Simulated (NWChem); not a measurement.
System: silicon monoxide (SiO, singlet); SMILES O=[Si]

All runs: NWChem. Pople sets run with spherical d functions. Low-valent species are run as closed-shell singlets; no triplet was tried in these runs. All runs use the structure optimised with PBE0-D3(BJ)/def2-TZVP. Core excitations by TDA in a window of 1s orbitals, non-relativistic and unshifted: absolute energies depend strongly on the exact-exchange share.

```
level                         first 1s excitation (eV)  dipole oscillator strength of the first  first state with f > 0.002 (eV)  dipole oscillator strength of that state  relative time
----------------------------  ------------------------  ---------------------------------------  -------------------------------  ----------------------------------------  -------------
O K edge, PBE/cc-pVTZ                            507.5                                   0.0176                            507.5                                    0.0176              3
O K edge, B3LYP/6-311G**                         515.8                                   0.0242                            515.8                                    0.0242              1
Si K edge, BHandHLYP/cc-pVTZ                    1821.2                                   0.0081                           1821.2                                    0.0081              7
Si K edge, PBE0/cc-pVTZ                         1799.4                                   0.0058                           1799.4                                    0.0058              5
```

Times are rough ratios from one shared machine.
